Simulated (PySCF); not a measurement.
**Bond curve of SiO⁺**

Set-up: PySCF, no relativity, basis sets Si 6-311G(d,p), O 6-311G(d,p). Energies in eV from Si⁺ + O in their ground configurations at the same level. State: ²Σ⁺ (doublet), unpaired electrons σ ↑.

```tsv
R (Å)	UHF-CCSD	UHF-SCS-MP2	PBE
1.315		-2.375	-3.225
1.376	-2.964	-3.027	-4.280
1.437	-3.541	-3.423	-4.870
1.483	-3.749	-3.604	-5.088
1.529	-3.815	-3.672	-5.165
1.575	-3.774	-3.647	-5.133
1.636	-3.597	-3.501	-4.970
1.712	-3.245	-3.193	-4.639
1.804	-2.713	-2.712	-4.144
1.927		-1.991	-3.433
```

Question: Put a parabola through the three lowest points of the UHF-CCSD curve and estimate Re, k and ωe (reduced mass 10.18 u; 1 eV/Å² = 0.16022 mdyn/Å; ωe = 1302.8·√(k/μ) cm⁻¹).

Answer: Through R = 1.483, 1.529, 1.575 Å the second-order coefficient is 25.3 eV/Å², so Re ≈ 1.534 Å, k ≈ 8.10 mdyn/Å and ωe ≈ 1162 cm⁻¹. A polynomial fit of higher order to the unrounded UHF-CCSD energies gives Re = 1.532 Å, k = 7.98 mdyn/Å, ωe = 1154 cm⁻¹; anharmonicity and rounding make the difference.

The higher-order fit for each curve: UHF-CCSD: Re = 1.532 Å, ωe = 1154 cm⁻¹, De = 3.82 eV; PBE: Re = 1.537 Å, ωe = 1140 cm⁻¹, De = 5.17 eV. UHF-SCS-MP2 gives no reliable minimum on this grid.

Correlated steps freeze 6 core orbitals. For an ion De counts to the pair picked by the measured ionisation energies or electron affinities, which need not be the lowest pair at this level. The CCSD T1 diagnostic is raised, a sign that a single reference may not be enough here. The state was picked by a PBE0 search and need not be the measured ground state.
